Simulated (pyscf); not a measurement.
Optimised with ωB97X-D3(BJ)/def2-SVP in PySCF. Correlated levels are frozen-core, on RHF or UHF. ΔMP2 is the change of the MP2 total energy from the triple- to the quadruple-zeta basis.

Task: For H₃Si–AlH–PH₂ (SMILES [SiH3][AlH][PH2]) → HAl=PH (SMILES [AlH]=[PH]) + SiH₄ (SMILES [SiH4]), an elimination (singlet surface; H–P, Al–Si broken, H–Si formed), PBE/def2-TZVP gives ΔE‡ = 43.7 kcal/mol and ΔE = +34.5 kcal/mol (zero: the reactant's lowest minimum found). In which direction and how far do r²SCAN/def2-TZVP, B3LYP-D3(BJ)/def2-TZVP, CCSD(T)/def2-TZVPP + ΔMP2(QZVPP) move these?

Result: r²SCAN: ΔE‡ = 46.3 kcal/mol, ΔE = +35.8 kcal/mol; B3LYP-D3(BJ): ΔE‡ = 50.0 kcal/mol, ΔE = +34.9 kcal/mol; CCSD(T): ΔE‡ = 51.5 kcal/mol, ΔE = +34.6 kcal/mol. PBE's barrier lies under all of them, by 2.7 to 7.8 kcal/mol. Its reaction energy matches one of them and lies within 1.2 kcal/mol of the others. On the product side the descent ends in a complex, 5.8 kcal/mol under the separated species and 22.3 kcal/mol under the saddle at ωB97X-D3(BJ)/def2-TZVP. At the saddle there is also a short Al–H contact that neither side keeps. At ωB97X-D3(BJ) the barrier from the zero used here is 57.5 kcal/mol. HAl=PH lies 12.9 kcal/mol over its isomer Al–PH₂ [singlet] (electronic energy, ωB97M-D3(BJ)). One saddle was located; it need not be the lowest between these sides. The CCSD(T) − MP2 part came from Ansatz, without density fitting, on the same reference.
